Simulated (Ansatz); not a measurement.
fcc Ca

Method: PBE in Ansatz (PAW).

Numerical settings: plane-wave cutoff 520 eV, 18×18×18 k mesh, Fermi–Dirac smearing 0.1 eV, perturbation theory, force constants from a 6×6×6 q mesh, scalar-relativistic PAW data made under PBE.

Cell: relaxed at this level.

For fcc Ca, the zero-point energy is 0.021 eV/atom.

Cost on a shared machine: around 28 core-minutes (rough).

Ansatz is a first-principles code.
